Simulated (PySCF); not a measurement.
## Molecular orbitals of AlP

PBE at R = 2.445 Å; PySCF, no relativity, basis sets Al 6-31G(d,p), P 6-31G(d,p). State: ³Σ⁻ (triplet), unpaired electrons π ↑↑. Only the outer orbitals are listed, counted within each symmetry.

```
spin  orbital  occ.  ε (eV)  on Al (%)           main shells (%)
   α       7σ     1  -14.36          6                    92 P s
   α       8σ     1   -8.17         68           67 Al s, 25 P p
   α       3π     1   -6.14         10            90 P p, 9 Al p
   α       3π     1   -6.14         10            90 P p, 9 Al p
   α       9σ     1   -4.96         54  46 P p, 29 Al s, 24 Al p
   α       4π     0   -2.43         91            91 Al p, 8 P p
   α       4π     0   -2.43         91            91 Al p, 8 P p
   α      10σ     0   -0.12        100           93 Al p, 13 P p
   β       7σ     1  -12.82         13            86 P s, 8 Al s
   β       8σ     1   -7.73         69   69 Al s, 20 P p, 10 P s
   β       9σ     1   -4.63         52  47 P p, 30 Al p, 21 Al s
   β       3π     0   -4.38         26           74 P p, 26 Al p
   β       3π     0   -4.38         26           74 P p, 26 Al p
   β       4π     0   -1.93         75           75 Al p, 25 P p
```

Which are the highest filled and the lowest empty level, where do they sit, and how wide is the gap?

Highest filled β 9σ at -4.63 eV (in %: 47 P p, 30 Al p, 21 Al s); lowest empty β 3π at -4.38 eV (in %: 74 P p, 26 Al p); the gap at PBE is 0.25 eV.

```json
{"bond order (Mayer)": "1.07", "⟨S²⟩": "2.006", "charge on Al (Mulliken, basis-dependent)": "0.18", "charge on Al (Löwdin, basis-dependent)": "0.09", "dipole moment (positive dipole means Al(−)P(+))": "-0.91 D"}
```

The state is the lowest determinant that a PBE0 search found; another state may lie lower at other levels.
